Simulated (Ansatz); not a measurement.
A trace of molecular dynamics of FH3OSi (6 atoms, charge 0, multiplicity 1).

Computed with RKS r2SCANh-D4/def2-SVP in Ansatz 0.2.0.

* ensemble: NVE (velocity Verlet)
* starting velocities drawn for: 500 K
* seed: 803863

| time (fs) | T (K) | potential energy less start (eV) | conserved less start (meV/atom) |
| --- | --- | --- | --- |
| 0 | 500 | 0.000 | 0.00 |
| 3 | 304 | 0.103 | 0.22 |
| 6 | 255 | 0.128 | 0.16 |
| 9 | 163 | 0.175 | 0.12 |
| 12 | 176 | 0.169 | 0.18 |
| 15 | 319 | 0.095 | 0.18 |
| 18 | 323 | 0.092 | 0.16 |
| 21 | 359 | 0.073 | 0.04 |
| 24 | 136 | 0.190 | 0.24 |
| 27 | 85 | 0.216 | 0.21 |
| 30 | 190 | 0.161 | 0.05 |
| 33 | 223 | 0.144 | 0.14 |
| 36 | 314 | 0.097 | 0.16 |
| 39 | 233 | 0.139 | 0.13 |
| 42 | 209 | 0.151 | 0.07 |
| 45 | 109 | 0.204 | 0.21 |
| 48 | 146 | 0.184 | 0.20 |
| 51 | 316 | 0.096 | 0.05 |
| 54 | 273 | 0.119 | 0.18 |
| 57 | 316 | 0.096 | 0.19 |
| 60 | 228 | 0.141 | 0.14 |
| 63 | 216 | 0.147 | 0.10 |
| 66 | 248 | 0.132 | 0.20 |
| 69 | 264 | 0.123 | 0.21 |
| 72 | 443 | 0.029 | 0.01 |
| 75 | 322 | 0.093 | 0.16 |

Is this trajectory sound?

The conserved energy stayed within 0.28 meV per atom of its start (net change 0.16 meV per atom), so the integration is sound. Over the second half the temperature averaged 0.51 of the 500 K drawn at the start: a run that starts near a minimum puts about half its kinetic energy into the potential. A run of 0.075 ps of so small a system gives no equilibrium averages. The time step was 0.5 fs.

Time of the run: 4.5 min on 1 thread of Arm Neoverse V2, on a shared host, peak memory 0.12 GiB.
